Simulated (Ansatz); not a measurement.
Chalcopyrite CdSnAs2 was calculated with PBEsol (Ansatz, a quantum-chemistry and plane-wave program, plane waves, PAW).

Numerical settings: plane-wave cutoff 520 eV, 8×8×8 k mesh, Fermi–Dirac smearing 0.01 eV, scalar-relativistic PAW data made under PBE.

Cell (relaxed at this level):

```yaml
crystal:
  lattice:
    - [-3.05127, 3.05127, 6.00328]
    - [3.05127, -3.05127, 6.00328]
    - [3.05127, 3.05127, -6.00328]
  atoms:
    - { symbol: Cd, position: [0.00000, 0.00000, 0.00000] }
    - { symbol: Cd, position: [0.75000, 0.25000, 0.50000] }
    - { symbol: Sn, position: [0.50000, 0.50000, 0.00000] }
    - { symbol: Sn, position: [0.25000, 0.75000, 0.50000] }
    - { symbol: As, position: [0.87500, 0.87390, 0.49890] }
    - { symbol: As, position: [0.12610, 0.62500, 0.00110] }
    - { symbol: As, position: [0.37500, 0.37610, 0.50110] }
    - { symbol: As, position: [0.62390, 0.12500, 0.99890] }
```

**Question.** Give the computed bulk modulus B0, band gap, Γ–Γ gap and pressure derivative B′ of the bulk modulus.

**Answer.** 
- bulk modulus B0: 54.8 GPa
- band gap: 0.00 eV (under three smearing widths, so not firm)
- Γ–Γ gap: 0.10 eV
- pressure derivative B′ of the bulk modulus: 4.7

Measured, for comparison: band gap 0.26 eV (temperature not stated, not corrected to a static lattice, direct or pseudo-direct at Γ; as tabulated in Ghosh et al. (2024), arXiv:2401.16805).

Note: the relaxation could not lower the start's symmetry, so the cell can be a saddle point above a distorted one; the bulk modulus comes from volumes at which shape and atoms were relaxed.

Spin–orbit coupling is not included; it can close the smallest gap of 0.00 eV.

Computed values are for the static lattice.

The result took very roughly 30 core-minutes.
